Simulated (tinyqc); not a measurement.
Worked calculation: coupled-perturbed Hartree-Fock on RHF in the sto-6g basis, for H2O, spin multiplicity 1. One step of it, computed by the program tinyqc.

Question. Response to a field: uncoupled start. Field along y; U_ai = -mu_ai / (e_a - e_i), alpha = -4 sum U_ai mu_ai.

orbital energies (hartree): MO1 -20.510757, MO2 -1.223996, MO3 -0.574517, MO4 -0.433378, MO5 -0.388837, MO6 0.487351, MO7 0.628817

dipole integrals <a|y|i> (bohr):
```
          i1         i2        i3         i4        i5
a6  0.000000   0.000000  0.942816   0.000000  0.000000
a7  0.053287  -0.105269  0.000000  -0.745846  0.000000
```

Give: uncoupled U; uncoupled polarisability.

Answer.

uncoupled U:
```
         i1      i2       i3      i4      i5
a6   0.0000  0.0000  -0.8879  0.0000  0.0000
a7  -0.0025  0.0568   0.0000  0.7022  0.0000
```

uncoupled polarisability = 5.4678 bohr^3
